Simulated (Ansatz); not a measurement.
# BS (doublet): the correlation ladder at distance B1–S2 = 2.568 Å, 6-31G

How much of the correlation energy of BS (doublet) does each wave-function method recover here?

Computed with Ansatz 0.2.0, Gaussian basis. Level: 6-31G, core rule «outside noble gas», up to 6 orbitals frozen.

The runs, in order: UHF; CCSD(T) on ROHF; CCSD(T) on UHF; BCCD(T) on ROHF; CISD; CCSDT(Q) on ROHF; CCSDT(Q) on UHF; CISDTQ; CCSDTQ on ROHF; CCSDTQ on UHF; CASSCF and MRCISD+Q, 3 electrons in 3 orbitals; CASSCF and NEVPT2, 3 electrons in 3 orbitals; CASSCF and MRCISD+Q, 9 electrons in 8 orbitals; CASSCF and NEVPT2, 9 electrons in 8 orbitals; Full CI.

25 further runs of the same task are left out: 2 for a known fault of the program, 14 that didn't finish, 9 set aside as unsound or not needed.

## 1. The system

The geometry derives from a PBE0/def2-TZVP stationary point (not a proven minimum). One bond is set to the value named and the two fragments are kept rigid.

2 atoms, charge 0, spin multiplicity 2.

Atoms are counted from 1 here; the program's logs count them from 0.

No contacts short enough for the rule that draws bonds.

Geometry (Å):

```
atom   x (Å)   y (Å)   z (Å)
  B1  0.0000  0.0000  0.0000
  S2  0.0000  0.0000  2.5680
```

## 2. UHF

The input, in.yaml:

```yaml
crystal:
  periodic: [false, false, false]
  atoms:
    - {symbol: B, position_ang: [0.000000, 0.000000, 0.000000]}
    - {symbol: S, position_ang: [0.000000, 0.000000, 2.568000]}
basis:
  gaussian: {orbitals: 6-31G}
magnetization: {spin_polarized: true, initial_magnetization: 1}
hamiltonian: {xc: hf}
output: {orbitals: {seedname: orbitals}}
```

Launch:

```bash
> ansatz run in.yaml --threads 1 --pin off --events-out ev --progress --plain --max-ram 2393MiB
```

Further steps of the session: CCSD(T) on ROHF; CCSD(T) on UHF; BCCD(T) on ROHF; CISD; CCSDT(Q) on ROHF; CCSDT(Q) on UHF; CISDTQ; CCSDTQ on ROHF; CCSDTQ on UHF; CASSCF and MRCISD+Q, 3 electrons in 3 orbitals; CASSCF and NEVPT2, 3 electrons in 3 orbitals; CASSCF and MRCISD+Q, 9 electrons in 8 orbitals; CASSCF and NEVPT2, 9 electrons in 8 orbitals; Full CI.

**Question.** What will the summary of the whole plan be? Wanted: FCI below the RHF energy; RMP2 from FCI; UMP2 from FCI; RCCSD from FCI; RCCSD(T) from FCI; UCCSD(T) from FCI; RCCSDT(Q) from FCI; UCCSDT(Q) from FCI; NEVPT2 pair from FCI.

As calculated:

```
                         quantity                                                                                                            value
         FCI below the RHF energy                                                                                                       -3.1751 eV
                    RMP2 from FCI                                                                                                      +1049.4 meV
                    UMP2 from FCI                                                                                                      +1287.3 meV
                   RCCSD from FCI                                                                                                       +176.5 meV
                RCCSD(T) from FCI                                                                                                        +57.1 meV
                UCCSD(T) from FCI                                                                                                        +68.6 meV
               RCCSDT(Q) from FCI                                                                                                         +2.0 meV
               UCCSDT(Q) from FCI                                                                                                        -13.1 meV
             NEVPT2 pair from FCI                                                                                                       +908.9 meV
           MRCISD+Q pair from FCI                                                                                                        +11.1 meV
          NEVPT2 valence from FCI                                                                                                       +325.0 meV
levels within 1 kcal/mol (43 meV)  RCCSDT, UCCSDT, CISDTQ, RCCSDT(Q), UCCSDT(Q), RCCSDTQ, UCCSDTQ, MRCISD+Q pair, MRCISD valence, MRCISD+Q valence
                    T1 diagnostic                                                                                                            0.039
   effectively unpaired electrons                                                                                                             1.22
```

In words: RCCSD(T) misses by +57.1 meV, 1.8 % of the correlation energy. UCCSDT(Q) falls below full CI: unrestricted runs freeze a spin-polarised core, another one than full CI's, and coupled cluster isn't variational. The occupations show some static correlation. Of the multireference levels listed MRCISD+Q valence comes nearest in total energy (+10.1 meV), which doesn't show that its space is the better one. These misses are within one basis, not against nature; the frozen cores of restricted and unrestricted runs differ, which can shift their rows.
